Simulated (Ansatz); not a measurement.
NaF2⁻. The state is a singlet with charge -1. Geometry r2SCAN-D4/def2-TZVPD.

```csv
atom,x (Å),y (Å),z (Å)
Na1,0.000,0.000,0.000
F2,-2.003,-0.177,-0.372
F3,2.003,0.177,0.372
```

The structure comes from a short search, and lower isomers may exist.

(1) Estimate the orbital energies around the gap (eV) in Ansatz with LDA (SPW92)/def2-TZVPD, PBE-D4/def2-SVPD, PBE-D4/def2-TZVPD, PBE0-D4/def2-SVPD, ωB97M-V/def2-TZVPD.

## Answers

(1) 
```csv
orbital,LDA (SPW92)/def2-TZVPD,PBE-D4/def2-SVPD,PBE-D4/def2-TZVPD,PBE0-D4/def2-SVPD,ωB97M-V/def2-TZVPD
HOMO−13,-646.45,-651.33,-650.78,-664.87,-668.13
HOMO−12,-646.45,-651.33,-650.78,-664.86,-668.13
HOMO−11,-49.49,-49.97,-49.91,-55.11,-57.80
HOMO−10,-22.32,-22.24,-22.15,-25.63,-28.01
HOMO−9,-22.32,-22.24,-22.15,-25.63,-28.01
HOMO−8,-22.25,-22.14,-22.07,-25.54,-28.01
HOMO−7,-19.16,-18.82,-19.35,-22.11,-25.53
HOMO−6,-18.96,-18.63,-19.13,-21.92,-25.28
HOMO−5,-1.60,-1.37,-1.35,-3.19,-5.80
HOMO−4,-1.31,-1.10,-1.07,-2.92,-5.49
HOMO−3,-1.27,-1.07,-1.05,-2.85,-5.44
HOMO−2,-1.27,-1.07,-1.05,-2.85,-5.44
HOMO−1,-1.25,-1.05,-1.03,-2.84,-5.43
HOMO,-1.25,-1.05,-1.03,-2.84,-5.43
LUMO,2.73,3.13,2.69,3.61,2.90
LUMO+1,2.73,3.48,2.69,3.74,2.90
LUMO+2,2.81,3.48,2.77,3.74,2.99
LUMO+3,2.92,3.59,2.88,3.88,3.57
LUMO+4,4.71,6.31,4.68,6.98,5.42
LUMO+5,4.71,6.43,4.68,7.02,5.42
```
